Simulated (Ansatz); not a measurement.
Trigonal Se was calculated with r²SCAN-D4 (plane waves, PAW; Ansatz, a first-principles code).

Run with plane-wave cutoff 560 eV, 12×12×8 k mesh (along the axes of the cell as run), Fermi–Dirac smearing 0.01 eV, scalar-relativistic PAW data made under PBE.

Energies at three volumes about the minimum:

| V (Å³/atom) | E − E_lowest (meV/atom) |
|---|---|
| 26.986 | 0.43 |
| 27.537 | 0.00 |
| 28.088 | 0.44 |

Question: Fit a parabola by hand: where is the minimum, and what is the bulk modulus?

Answer: Slopes: (0.00 − 0.43)/(27.537 − 26.986) = -0.780 and (0.44 − 0.00)/(28.088 − 27.537) = 0.799 meV/Å³. Curvature E″ = 2 × (0.799 − (-0.780))/(28.088 − 26.986) = 2.866 meV/Å⁶. From the middle of the first interval, the slope vanishes at V0 = 27.2615 − (-0.780)/2.866 = 27.534 Å³/atom. B = V0 E″ = 27.534 × 2.866 meV/Å³ × 0.1602 GPa per meV/Å³ = 12.6 GPa. The full Birch–Murnaghan fit to all volumes gives V0 = 27.518 Å³/atom and B0 = 12.6 GPa.

Shape and atoms are relaxed at each volume.

Note: the bulk modulus comes from volumes at which shape and atoms were relaxed.
